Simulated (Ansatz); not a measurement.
# C$_{4}$H$_{8}$, singlet in STO-3G: errors against RCCSDTQ

Geometry: MP2(full)/6-31G*, from the G2/97 set.

```yaml
atoms:
  - { symbol: C, position_ang: [0.0000, 0.0000, 1.4353] }
  - { symbol: C, position_ang: [0.0000, 0.0000, 0.0961] }
  - { symbol: H, position_ang: [0.0000, 0.9243, 2.0049] }
  - { symbol: H, position_ang: [0.0000, -0.9243, 2.0049] }
  - { symbol: C, position_ang: [0.0000, 1.2727, -0.7023] }
  - { symbol: H, position_ang: [0.0000, 2.1530, -0.0551] }
  - { symbol: H, position_ang: [0.8802, 1.3235, -1.3531] }
  - { symbol: H, position_ang: [-0.8802, 1.3235, -1.3531] }
  - { symbol: C, position_ang: [0.0000, -1.2727, -0.7023] }
  - { symbol: H, position_ang: [0.0000, -2.1530, -0.0551] }
  - { symbol: H, position_ang: [-0.8802, -1.3235, -1.3531] }
  - { symbol: H, position_ang: [0.8802, -1.3235, -1.3531] }
```

Basis STO-3G; Ansatz 0.2.0. Only valence electrons are correlated (noble-gas cores frozen), which leaves 24 electrons in 24 orbitals. Prefix R: restricted or restricted open-shell reference; prefix U: unrestricted. Active spaces: frontier = (8e, 8o) about the gap.

Full CI isn't at hand for all of this; RCCSDTQ serves as the reference, and is uncertain by about the last step of the cluster series. The frozen core follows each run's orbitals, which can shift R against U totals by a few meV.

Unrestricted rows (U) aren't spin-pure: their determinants' ⟨S²⟩ exceeds S(S+1) by up to 0.28, so they mix in states of higher spin.

```
UHF ⟨S²⟩                          : 0.281
T1 diagnostic (RCCSD)             : 0.0026
largest doubles amplitude (RCCSD) : 0.200
```

| level | E − E(RCCSDTQ) (meV) | share of correlation (%) | wall time |
| --- | --- | --- | --- |
| RHF | 8045 | 0.00 | – |
| UHF | 7941 | 1.30 | 0.27 s |
| RMP2 | 1939 | 75.90 | – |
| CISD | 1022 | 87.30 | 1.1 s |
| RCCSD | 80 | 99.01 | – |
| RCCSD(T) | 27 | 99.67 | 0.33 s |
| BCCD(T) | 27 | 99.67 | 0.39 s |
| RCCSDT | 17 | 99.79 | – |
| CISDTQ | 80 | 99.00 | 2.6 min (H100) |
| RCCSDT(Q) | 1 | 99.98 | 3 s |
| CASSCF (frontier space) | 5105 | 36.55 | – |
| NEVPT2 (frontier space) | 1399 | 82.61 | 3.5 s |
| MRCISD (frontier space) | 420 | 94.78 | – |
| MRCISD+Q (frontier space) | 8 | 99.90 | 4.6 s |

The correlation energy at RCCSDTQ, counted from RHF, is -8.045 eV. That run took 23 s on 2 threads of AMD EPYC 7R13 with a shared H100 80 GB, shared host.

Times hold each run's SCF and search for its determinant on a shared host, so for small cases they say little of a method's own cost; rows without a card ran on 1 thread of AMD EPYC 7R13.

Atomization energy (electronic, same basis, no zero-point term; atoms at the same level, unrestricted beside the R rows where the molecule is a closed shell, with restricted open-shell steps beyond CCSDT(Q)) at RCCSDTQ: 5072.7 kJ/mol. Errors of other levels:

```csv
level,error (kJ/mol)
RHF,-563.9
UHF,-553.8
RMP2,-78.0
CISD,-98.6
RCCSD,-7.7
RCCSD(T),-2.6
BCCD(T),-2.6
RCCSDT,-1.7
CISDTQ,-7.7
RCCSDT(Q),-0.2
```

This basis is far from its limit, so the value isn't to be set against a measured one. Truncated CI isn't size-consistent, which counts against it in atomization.
